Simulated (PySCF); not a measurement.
Dissociation curve of LiF, singlet. Each curve is given relative to its own lowest point near equilibrium.

```csv
R / Å,A,B,C
1.24,172.6,176.5,164.7
1.32,88.5,82.7,82.5
1.39,43.2,35.2,38.9
1.48,11.5,5.8,9.3
1.53,3.4,0.4,2.1
1.56,0.9,0.0,0.2
1.60,0.0,2.0,0.0
1.65,1.8,7.7,2.8
1.72,8.4,19.9,10.9
1.80,20.2,38.0,24.4
1.96,51.2,80.7,58.6
2.11,83.9,123.5,94.2
2.34,134.4,188.5,148.1
2.57,181.3,249.3,197.9
2.80,223.1,304.0,242.2
3.15,276.5,372.3,299.4
3.43,310.8,408.2,336.9
3.84,349.4,441.8,377.6
4.26,—,463.0,404.7
4.64,—,476.0,421.8
5.43,—,493.0,444.7
6.20,—,502.0,457.8
```

Energies in kJ/mol.

Problem. Which curve belongs to which method? The methods are restricted PBE/aug-cc-pVDZ run with PySCF; unrestricted B3LYP/6-311+G**, spherical d (PySCF); unrestricted B3LYP/6-31G*, spherical d run with PySCF 2.14.0.

Solution. A is RKS-PBE; B is UKS-B3LYP/6-31G*; C is UKS-B3LYP/6-311+G**.

Dashes: no converged value, or the column stops at the first point that the program doubted or that broke a chosen test of continuity, which isn't proof of a fault.

The unrestricted determinant behind UKS-B3LYP/6-31G* is spin-contaminated at 3.15 to 6.20 Å (<S²> up to 0.7, against 0.00 for a pure singlet). The restricted form behind RKS-PBE keeps the bonding electrons paired and can't separate into open-shell fragments. The unrestricted determinant behind UKS-B3LYP/6-311+G** is spin-contaminated at 3.84 to 6.20 Å (<S²> up to 0.5, against 0.00 for a pure singlet).
